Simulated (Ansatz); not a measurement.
A structure of C relaxed with PBEsol (plane waves to 420 eV, PAW, scalar-relativistic; Ansatz, an electronic-structure program); single points at other levels follow on the same geometry (Ansatz, PAW; HSE06 at 420 eV on a 10×10×10 k-mesh; no spin-orbit coupling). Space group Fd-3m (No. 227).

Space group Fd-3m, origin choice 1 (No. 227); a = b = c = 3.554 Å, α = β = γ = 90.00°

| atom | site | symmetry | x | y | z |
|---|---|---|---|---|---|
| C | 8a | -43m | 0.0000 | 0.0000 | 0.0000 |
(The calculation used a cell of 2 atoms; values per cell refer to that cell.)

```tsv
level	gap (eV)	kind	conduction minimum
PBEsol	4.04	indirect	75 % of the way from Γ to X
HSE06	___	–	___
```

Task: Some entries are withheld; supply them.

Result: 
- HSE06, gap (eV): 5.32
- HSE06, conduction minimum: k = (0.375, 0, 0.375)

HSE06 gaps come from a coarse mesh plus a few chosen points, so they may be too large. No spin polarisation in the result.

Measured for C: a 3.553 Å (static lattice; corrected from measurement; as listed in Daniel Mejia-Rodriguez, S. B. Trickey, Phys. Rev. B (2018)); gap 5.85 eV (static lattice; corrected from measurement; as listed in Wei Chen et al., Physical Review Materials (2018)). Computed minus measured — a: PBEsol 0.0 %; gap: PBEsol -1.81 eV, HSE06 -0.53 eV. The computed values are for a static lattice, and a measured gap can be an optical one, lowered by exciton binding.

It was reached from a disturbed copy of a Pm-3n (No. 223) cell, against which it lies -4.43 eV/atom.
